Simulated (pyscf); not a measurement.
Optimised with ωB97X-D3(BJ)/def2-SVP in PySCF. Correlated levels are frozen-core, on RHF or UHF. ΔMP2 is the change of the MP2 total energy from the triple- to the quadruple-zeta basis.

Task: For the elementary gas-phase step `[OH][GeH3]` → `[GeH2]` [singlet] + `[OH2]` (singlet surface; Ge–O, Ge–H broken, H–O formed), what barrier and reaction energy does CCSD(T)/def2-TZVPP + ΔMP2(QZVPP) give, measured from the reactant's lowest minimum found?

Result: ΔE‡ = 260.5 kJ/mol, ΔE = +187.9 kJ/mol. Zero-point energy shifts the barrier by -8.4 kJ/mol. It is a 1,1-elimination, with an imaginary mode of 1548i cm⁻¹. On the product side the descent ends in an adduct with a Ge–O contact, 69.4 kJ/mol under the separated species and 138.2 kJ/mol under the saddle at ωB97X-D3(BJ)/def2-TZVP. What is counted as broken (Ge–O) persists as a longer contact in the product adduct; parting that adduct is a step of its own. At ωB97X-D3(BJ) the barrier from the zero used here is 270.4 kJ/mol. One saddle was located; it need not be the lowest between these sides. The CCSD(T) − MP2 part came from Ansatz, without density fitting, on the same reference. The frozen core leaves the outer d or s,p core shells of the metals and heavy elements correlated in the MP2 and CC values, and def2-TZVPP describes them poorly, which can shift differences by a few kcal/mol. Elements up to Kr have no core potential and no relativistic terms here.
